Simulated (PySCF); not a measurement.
# HF⁺ (quartet): changing the method

Aim: see what other levels and later steps give for HF⁺ (quartet).

Computed with PySCF 2.14.0. Level: method and basis as typed in the scripts.

3 further runs of the same task are left out: 3 that didn't finish.

## 1. Starting geometry

HF⁺ (quartet): 2 atoms, charge 1, spin multiplicity 4.

Bond lengths: H1–F2 1.035 Å.

## 2. Base script

File input.py:

```python
from pyscf import gto, dft

mol = gto.M(
    atom='H 0 0 0; F 0 0 1.035',
    basis='minao',
    charge=1,
    spin=3,
    verbose=3,
)
mf = dft.ROKS(mol, xc='pw91')
mf = mf.density_fit(auxbasis='def2-universal-jkfit')
mf.kernel()
mf.analyze()
print('orbital energies (hartree):', mf.mo_energy[..., max(0, mol.nelec[1]-3):mol.nelec[0]+3].round(4))
```

Command:

```sh
OMP_NUM_THREADS=1 python input.py
```

## 3. Pbe0

Run 1 changes functional: pw91 → pbe0.

input.py, as its differences from that of step 2:

```diff
@@ -9,3 +9,3 @@
 )
-mf = dft.ROKS(mol, xc='pw91')
+mf = dft.ROKS(mol, xc='pbe0')
 mf = mf.density_fit(auxbasis='def2-universal-jkfit')
```

## 4. R2scan

Run 2 changes functional: pw91 → r2scan.

input.py, as its differences from that of step 2:

```diff
@@ -9,3 +9,3 @@
 )
-mf = dft.ROKS(mol, xc='pw91')
+mf = dft.ROKS(mol, xc='r2scan')
 mf = mf.density_fit(auxbasis='def2-universal-jkfit')
```

## 5. Bp86

Run 3 changes functional: pw91 → bp86.

input.py, as its differences from that of step 2:

```diff
@@ -9,3 +9,3 @@
 )
-mf = dft.ROKS(mol, xc='pw91')
+mf = dft.ROKS(mol, xc='bp86')
 mf = mf.density_fit(auxbasis='def2-universal-jkfit')
```

## 6. Hcth407

Run 4 changes functional: pw91 → hcth407.

input.py, as its differences from that of step 2:

```diff
@@ -9,3 +9,3 @@
 )
-mf = dft.ROKS(mol, xc='pw91')
+mf = dft.ROKS(mol, xc='hcth407')
 mf = mf.density_fit(auxbasis='def2-universal-jkfit')
```

Q: Predict the outcome of this session. Wanted: for each run, E(SCF); from base.

As calculated:

```
    run  E(SCF) (hartree)  from base (eV)
   base        -99.233400               0
   pbe0        -99.181393  not comparable
 r2scan        -99.226147  not comparable
   bp86        -99.258974  not comparable
hcth407        -99.229484  not comparable
```

In words: A lower total energy from another functional means nothing by itself.
